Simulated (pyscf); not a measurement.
Four-centre exchange: H₂Ga–AsH₂ (SMILES [GaH2][AsH2]) + AsH₃ (SMILES [AsH3]) → H₂As–GaH–AsH₂ (SMILES [AsH2][GaH][AsH2]) + H₂ (SMILES [H][H])

Gas phase, singlet surface, charge 0. Bonds broken: Ga2–H5, As7–H8. Bonds formed: Ga2–As7, H5–H8. Single points on ωB97X-D3(BJ)/def2-SVP structures (PySCF, gas phase).

Transition state (Å):

```xyz
10

As    -2.7128    -0.8863     0.3295
Ga    -1.0265     0.8095     0.3707
H     -1.9175    -1.7936     1.2563
H     -2.1078    -1.5129    -0.9172
H     -1.0639     1.5459    -1.1752
H     -0.5576     1.8612     1.4079
As     1.1964    -0.3252    -0.6621
H     -0.1619     0.8665    -1.1303
H      2.0029     0.5802     0.2486
H      0.7819    -1.2595     0.4576
```

One imaginary mode, 1288i cm⁻¹; descent along it reached the two sides named, in the forms told below.

```csv
bond,change,reactant side (Å),saddle,product side
Ga2–H5,breaks,1.569,1.713,2.6
As7–H8,breaks,1.529,1.867,3.4
Ga2–As7,forms,3.3,2.7,2.399
H5–H8,forms,2.8,1.130,0.762
```

Electronic energies relative to the separated reactants (kcal/mol):

| level | barrier | reaction energy | reverse barrier |
|---|---|---|---|
| ωB97X-D3(BJ)/def2-TZVP | 18.2 | -14.7 | 33.0 |
| PBE/def2-TZVP | 15.1 | -11.5 | 26.6 |
| r²SCAN/def2-TZVP | 15.5 | -12.0 | 27.4 |
| B3LYP-D3(BJ)/def2-TZVP | 19.5 | -11.5 | 31.1 |
| PBE0-D3(BJ)/def2-TZVP | 15.6 | -12.1 | 27.7 |
| M06-2X/def2-TZVP | 19.9 | -13.4 | 33.3 |
| ωB97M-D3(BJ)/def2-TZVP | 22.6 | -9.4 | 32.0 |
| HF/def2-TZVP | 42.3 | -4.9 | 47.2 |

With ωB97M-D3(BJ)/def2-TZVP energies and thermal terms (ideal gas, 1 atm, RRHO with modes under 100 cm⁻¹ raised to 100, one conformer, R ln 2 for chiral ones without a mode under 150 cm⁻¹), in kcal/mol:

```
T (K)   ΔH‡   ΔG‡    ΔH    ΔG
-----  ----  ----  ----  ----
298    22.5  33.2  -9.9  -7.6
600    22.9  43.8  -8.5  -5.9
900    23.6  54.1  -7.7  -4.8
1200   24.3  64.2  -7.2  -4.0
```

On the reactant side the descent ends in a complex (not fully relaxed), 5.4 kcal/mol under the separated species and 23.6 kcal/mol under the saddle at ωB97X-D3(BJ)/def2-TZVP. At the saddle there is also a short Ga–H contact that neither side keeps. One saddle was located; it need not be the lowest between these sides. Elements up to Kr have no core potential and no relativistic terms here.
